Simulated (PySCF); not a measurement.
How the functional moves excitation energies

Compound: BH2F.
Structure used (PBE0-D3(BJ)/def2-SVP), in Å, numbered top down from 1:
```
atom  x, y, z in Å
B1    -0.040    0.010   -0.219
F2     1.226   -0.217   -0.498
H3    -0.537    1.028   -0.645
H4    -0.629   -0.811    0.445
```

Linear-response calculations in the def2-SVPD basis (PySCF; singlets by full response, triplets Tamm–Dancoff, core orbitals frozen in the response; HF means time-dependent Hartree–Fock). 'Strongest' is the level of largest summed f among the singlets computed (10 roots, of which the last may lack a degenerate partner); it can jump between rows when another state enters that window. S1 is the lowest singlet of each run and needn't be the same state throughout; f(S1) is that of one state. Isolated species at its PBE0-D3(BJ)/def2-SVP geometry, gas phase.

| functional | kind | S1 (eV) | f(S1) | strongest (eV) | T1 (eV) | HOMO (eV) | gap (eV) | ionisation energy, ΔSCF (eV) |
| --- | --- | --- | --- | --- | --- | --- | --- | --- |
| LDA | LDA | 5.45 | 0.000 | 10.47 | 4.90 | -7.80 | 5.20 | 12.16 |
| PBE | GGA | 5.65 | 0.000 | 10.46 | 4.99 | -7.79 | 5.46 | 12.11 |
| B3LYP | global hybrid, 20% exact exchange | 6.00 | 0.000 | 10.99 | 5.37 | -9.17 | 7.66 | 12.49 |
| PBE0 | global hybrid, 25% exact exchange | 6.02 | 0.000 | 11.18 | 5.29 | -9.36 | 8.13 | 12.44 |
| BHandHLYP | global hybrid, 50% exact exchange | 6.40 | 0.000 | 11.68 | 5.68 | -10.91 | 10.74 | 12.70 |
| CAM-B3LYP | range-separated hybrid | 6.02 | 0.000 | 11.21 | 5.37 | -10.88 | 10.77 | 12.59 |
| wB97X-D | range-separated hybrid | 6.18 | 0.000 | 11.37 | 5.62 | -11.32 | 12.13 | 12.54 |
| LC-wPBE | range-separated hybrid | 6.07 | 0.000 | 11.56 | 5.31 | -12.22 | 13.46 | 12.64 |
| HF | Hartree–Fock | 7.01 | 0.000 | 12.46 | 6.04 | -13.28 | 15.42 | not settled |

S1 runs from 5.45 eV (LDA) to 7.01 eV (HF), a spread of 1.57 eV, while the orbital gap spreads over 10.2 eV. Along PBE (0%), B3LYP (20%), PBE0 (25%), BHandHLYP (50%), HF (100%) S1 rises with the share of exact exchange. −ε(HOMO) comes closest to its own ΔSCF ionisation energy with LC-wPBE (-0.42 eV) and misses most with LDA (-4.35 eV). 'Not settled' means that the ion's SCF failed to converge or may have ended in another state than the lowest.
